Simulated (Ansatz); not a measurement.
System: hcp Zr. Method: HSE06 (PAW; Ansatz, a first-principles code).

Settings: plane-wave cutoff 520 eV, 12×12×6 k mesh (along the axes of the cell as run), Fermi–Dirac smearing 0.094 eV (set by the program), scalar-relativistic PAW data made under PBE.

Computed at the level's own relaxed cell.

Hill averages of the elastic tensor: K = 98.3 GPa, G = 48.0 GPa. Volume 23.490 Å³/atom, mean atomic mass 91.224 u.

**Question.** Work out the density, the sound velocities of a polycrystal and the elastic Debye temperature, and Pugh's ratio at this level.

**Answer.** ρ = 1.66054 × 91.224/23.490 = 6.449 g/cm³. v_l = √[(K + 4G/3)/ρ] = 5.017 km/s and v_t = √(G/ρ) = 2.728 km/s. The mean follows from 3/v_m³ = 1/v_l³ + 2/v_t³: v_m = 3.043 km/s. Θ_D = (ħ/k_B) v_m (6π²/V)^(1/3) = 76.38 K Å s/km × 3.043 × 1.3610 Å⁻¹ = 316 K, counting all atoms of the cell. K/G = 2.05, to be set beside Pugh's rough bound of 1.75 between brittle and ductile metals.

Note: hybrids on metals are sensitive to the k mesh.
